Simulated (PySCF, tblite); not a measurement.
Compound: C5H9F.
Numbering: `[CH3:1]/[CH:2]=[C:3](\[CH3:4])[CH2:5][F:6]` (hydrogens: H7, H8, H9 on C1; H10 on C2; H11, H12, H13 on C4; H14, H15 on C5)

Structure optimised with GFN2-xTB, isolated species.

Q: What internal coordinates does the optimisation give?

A: 
```
                  bond  length (Å)   order
                 C1–C2       1.492  single
                 C2=C3       1.326  double
                 C3–C4       1.500  single
                 C3–C5       1.507  single
                 C5–F6       1.372  single
   C1–H7, C1–H8, C1–H9       1.089  single
                C2–H10       1.083  single
C4–H11, C4–H12, C4–H13       1.088  single
        C5–H14, C5–H15       1.098  single
```

Bonds in one row agree within 0.01 Å and their mean is given. Orders are formal, as drawn. A selection of angles:
```
     angle  degrees
  C2–C1–H7    112.9
  C2–C1–H8    109.5
  H7–C1–H8    108.6
  H8–C1–H9    107.5
  C1–C2–C3    128.1
 C1–C2–H10    113.9
 C3–C2–H10    118.0
  C2–C3–C4    126.7
  C2–C3–C5    121.1
  C4–C3–C5    112.2
 C3–C4–H11    111.8
 C3–C4–H12    110.1
H11–C4–H12    108.5
H11–C4–H13    108.5
  C3–C5–F6    113.0
 C3–C5–H14    110.8
 F6–C5–H14    106.5
H14–C5–H15    109.0
```

Dihedral angles: C1–C2–C3–C4 0° (synperiplanar); C2–C3–C5–F6 0° (synperiplanar).

The 6 heavy atoms lie in one plane (0.001 Å rms). Of the pairs four or more bonds apart, H7···H11 is among the closest relative to their van der Waals radii: 2.05 Å, 85 % of the sum of Bondi's values. The 4 C–C bonds span 1.326 Å (C2=C3, drawn double) to 1.507 Å (C3–C5, drawn single), a spread of 0.181 Å.

Point group: Cs (every atom within 0.08 Å of its image). GFN2-xTB frequencies show an imaginary mode (29i cm⁻¹), so the point is no minimum at that level. 2 starts were optimised and ended at 0.00 and 0.41 kcal/mol (GFN2-xTB); the lowest of these is shown.

The numbers are calculated, not measured.
